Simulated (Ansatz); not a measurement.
Ansatz input

```yaml
crystal:
  lattice:
    - [12.0, 0.0, 0.0]
    - [0.0, 12.3, 0.0]
    - [0.0, 0.0, 12.6]
  atoms:
    - { symbol: O, position: [0.5, 0.5, 0.4516600531], spin: 0.557, spin_axis: [0, 0, 1] }
    - { symbol: O, position: [0.5, 0.5, 0.5483399469], spin: 0.557, spin_axis: [0, 0, 1] }
hamiltonian:
  xc: pbe
  pseudopotentials:
    kind: paw_fr
    azcp:
      O: "pseudopotentials/O.paw.azcp"
basis:
  ecutwfc: 420
  fft_grid_basis: typed
kpoints:
  mp_grid: { grid: [1, 1, 1], shift: [0, 0, 0] }
magnetization:
  noncollinear: true
  spin_orbit: true
scf:
  occupations: { method: fermi_dirac, width: 0.01 }
```

Output

```
Engine: ansatz 0.2.0, x86_64-unknown-linux-gnu
Pseudopotentials: kind: paw_fr
Pseudopotential: O, paw_fr, valence charge 6, recommended cutoff 420 eV (normal) 
Functional definition: PBE
  parameter kappa = 0.804
  parameter beta = 0.06672455060314922
  exchange = pbe_x(kappa = kappa, mu = beta*pi^2/3)
  correlation = pbe_c(beta = beta)
Crystal: 2 atoms, lattice volume = 1859.760 Å³
Basis set: ecut = 420 eV, 36331 PW (Γ)
Bands: 20, of which v1, the nominal top of the filled ones, is band 12 counted from 1 (11 counted from 0)
Symmetry: 4 space group operations + 4 with time reversal
Magnetic group: BNS 47.252 (UNI 350), of the structure as read, at distance tolerance 1.2e-4 Å
k-points: 1
Projection manifold: j_resolved (fully-relativistic pseudo-atomic orbitals)
Non-local potential: O, projectors of the file, l = 0: 2, l = 1: 4, l = 2: 2
PAW form: soft (Blöchl's): semilocal exchange-correlation on the pseudo side does not see the compensation charge
PAW one-centre angular grid: O, 110 points (default); XC on 64 Gauss nodes
Initial density: superposition of atomic densities (neutral atoms: chi_scale 0, normalization atom)
Starting moments: Σ|m| = 1.114 μB on 2 of 2 sites
Initial wavefunctions: pseudopotential atomic-orbital guess
Functional: x = pbe(κ = 0.804, μ = 0.2195149727645171), c = pbe(β = 0.06672455060314922)
SCF iter   1: F=—  HF=-1129.631092 eV  |F-HF|=—  |Δ(HF+E_count)|=         —  Δρ=1.54e-2  dr2=5.76e-1  dr2_m=1.01e0  ethr=3.10e-3  |M|=2.00e0 ∫|m|=2.01e0 μB  |m|>n=4.2e-1 m-floor=4.2e-1 τ_xc=6.0e-16 mc-row=4.2e-1  β_m=1.00  ⟨swp⟩=14.0  Hψ=190  notcnv=0
spin=Noncollinear: Resta preconditioning applied to the charge; magnetization (m_x, m_y, m_z) channels mix plain (no charge-response kernel on spin).
SCF iter   2: F=—  HF=-1129.758604 eV  |F-HF|=—  |Δ(HF+E_count)|=   1.28e-1  Δρ=5.41e-3  dr2=1.78e-1  dr2_m=1.94e-2  ethr=3.10e-3  |M|=2.00e0 ∫|m|=2.04e0 μB  |m|>n=7.8e-1 m-floor=7.8e-1 τ_xc=2.9e-4 mc-row=7.8e-1 uncertified=62438  β_m=1.00  ⟨swp⟩=2.0  Hψ=41  notcnv=0  defer=2
SCF iter   3: F=—  HF=-1129.801237 eV  |F-HF|=—  |Δ(HF+E_count)|=   4.26e-2  Δρ=1.32e-3  dr2=5.41e-3  dr2_m=6.92e-4  ethr=1.48e-3  |M|=2.00e0 ∫|m|=2.05e0 μB  |m|>n=8.1e-1 m-floor=8.1e-1 τ_xc=4.4e-4 mc-row=8.1e-1 uncertified=47146  β_m=1.00  ⟨swp⟩=2.0  Hψ=28  notcnv=0  defer=4
SCF iter   4: F=—  HF=-1129.867109 eV  |F-HF|=—  |Δ(HF+E_count)|=   6.59e-2  Δρ=3.87e-4  dr2=5.73e-4  dr2_m=9.34e-5  ethr=4.51e-5  |M|=2.00e0 ∫|m|=2.05e0 μB  |m|>n=8.2e-1 m-floor=8.2e-1 τ_xc=5.5e-4 mc-row=8.2e-1 uncertified=33154  β_m=1.00  ⟨swp⟩=4.0  Hψ=42  notcnv=0  defer=4
SCF iter   5: F=—  HF=-1129.902347 eV  |F-HF|=—  |Δ(HF+E_count)|=   3.52e-2  Δρ=1.17e-4  dr2=9.86e-5  dr2_m=2.31e-5  ethr=4.77e-6  |M|=2.00e0 ∫|m|=2.05e0 μB  |m|>n=8.1e-1 m-floor=8.1e-1 τ_xc=5.6e-4 mc-row=8.1e-1 uncertified=24622  β_m=0.30  ⟨swp⟩=3.0  Hψ=34  notcnv=0  defer=4
Mixer restart at iter 5: flushing history
spin-set hold released at iteration 5 (site moments contracting): the magnetisation degrees of freedom join the quasi-Newton model from the next iteration; the mixer history was flushed
SCF iter   6: F=—  HF=-1129.921021 eV  |F-HF|=—  |Δ(HF+E_count)|=   1.87e-2  Δρ=8.49e-5  dr2=3.93e-5  dr2_m=3.09e-5  ethr=8.21e-7  |M|=2.00e0 ∫|m|=2.05e0 μB  |m|>n=7.9e-1 m-floor=8.0e-1 τ_xc=6.5e-4 mc-row=8.0e-1 uncertified=26664  β_m=0.65  ⟨swp⟩=2.0  Hψ=32  notcnv=0  defer=4
SCF iter   7: F=—  HF=-1129.939888 eV  |F-HF|=—  |Δ(HF+E_count)|=   1.89e-2  Δρ=5.37e-5  dr2=5.90e-7  dr2_m=1.23e-5  ethr=3.28e-7  |M|=2.00e0 ∫|m|=2.05e0 μB  |m|>n=5.3e-1 m-floor=5.3e-1 τ_xc=6.5e-4 mc-row=5.3e-1 uncertified=31522  β_m=0.82  ⟨swp⟩=4.0  Hψ=51  notcnv=0  defer=4
SCF iter   8: F=—  HF=-1129.939896 eV  |F-HF|=—  |Δ(HF+E_count)|=   7.69e-6  Δρ=1.50e-5  dr2=1.44e-7  dr2_m=9.60e-7  ethr=8.33e-10  |M|=2.00e0 ∫|m|=2.05e0 μB  |m|>n=3.3e-1 m-floor=3.3e-1 τ_xc=6.6e-4 mc-row=3.3e-1 uncertified=17362  β_m=0.91  ⟨swp⟩=3.0  Hψ=48  notcnv=0
SCF iter   9: F=—  HF=-1129.939897 eV  |F-HF|=—  |Δ(HF+E_count)|=   6.63e-7  Δρ=4.71e-6  dr2=2.75e-7  dr2_m=9.97e-10  ethr=8.33e-10  |M|=2.00e0 ∫|m|=2.05e0 μB  |m|>n=2.4e-1 m-floor=2.4e-1 τ_xc=6.8e-4 mc-row=2.4e-1 uncertified=4512  β_m=0.75  ⟨swp⟩=3.0  Hψ=47  notcnv=0
SCF iter  10: F=-1129.939897 eV  HF=-1129.939897 eV  |F-HF|=1.39e-9  |Δ(HF+E_count)|=   1.10e-7  Δρ=5.59e-7  dr2=1.98e-9  dr2_m=1.33e-9  ethr=8.33e-10  |M|=2.00e0 ∫|m|=2.05e0 μB  |m|>n=2.4e-1 m-floor=2.4e-1 τ_xc=6.7e-4 mc-row=2.4e-1 uncertified=4524  ⟨swp⟩=1.0  Hψ=52  notcnv=0
SCF 1 converged in 10 iterations: F = -1129.939897 eV  dr2 = 1.98e-9
SCF converged after 10 iterations
Magnetization: |M| = 1.9999 μB,  M = (-0.0000, +0.0000, +1.9999) μB
Absolute magnetization: 2.0507 μB (∫|m|, with the PAW one-centre terms)
  site 0: m = (-0.0000, +0.0000, +0.5567) μB, |m| = 0.5567 μB  (R = 0.50 Å)
  site 1: m = (-0.0000, -0.0000, +0.5567) μB, |m| = 0.5567 μB  (R = 0.50 Å)
Free energy (F): -1129.939897 eV
Harris-Foulkes:  -1129.939897 eV  (|F-HF|=1.39e-9)
Internal energy: -1129.939897 eV  (E = F + TS)
E sigma→0 (E₀):  -1129.939897 eV
Fermi energy:    -5.647074 eV
--- Per-component energies (eV) ---
  E_band       = -192.524565
  E_kinetic    = 341.053264
  E_local      = -2217.197352  (includes V_loc(G=0)·N_el)
  E_nonlocal   = 97.899351
  E_hartree    = 918.962708
  E_xc         = -143.045375
  E_vxc        = -182.079194  (∫ρ·V_xc dr)
  E_paw        = -314.887359  (= ΣΔE_a)
  E_vpaw       = -70.128868  (= ΣTr[D̂ρ^β])
  E_aug_tail   = 0.004705  (compensation charges beyond the density's cutoff)
  E_ewald      = 187.270162
  E_smearing   = -0.000000  (= −TS)
  E_closure    = 0.000000  (closes the sum)
  Σ components = -1129.939897   (vs F -1129.939897, Δ=0.00e0)
```
